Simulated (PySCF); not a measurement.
# Carbon: a sound run and one with changed settings

Sound run: C [He] 2s2 2p2, C⁺ [He] 2s2 2p1. Calculation: PySCF 2.14, in 6-31G* (3s2p1d, 14 functions); the non-relativistic Hamiltonian (point nucleus). In the sound run the correlated levels freeze 1s2. The sound run starts from symmetry-adapted Hartree-Fock orbitals and uses a fine grid where one is needed.

Changed run: a valence shell is frozen. This setting is unsound on purpose.

```
species   method  sound run (hartree)  changed run (hartree)  converged
      C      MP2            -37.73144              -37.68590        yes
      C  CCSD(T)            -37.75128              -37.68769        yes
```

Ionisation energy of C:

```csv
method,sound run (eV),changed run (eV)
UHF,10.718,10.718
MP2,10.940,10.862
SCS-MP2,10.830,10.766
CCSD,10.794,10.911
CCSD(T),10.799,10.911
CCSDT,n/a,10.911
FCI,n/a,10.911
```

Freezing a valence shell removes pair correlation that changes on ionisation.

For comparison, NIST gives 11.260 eV between the lowest levels.
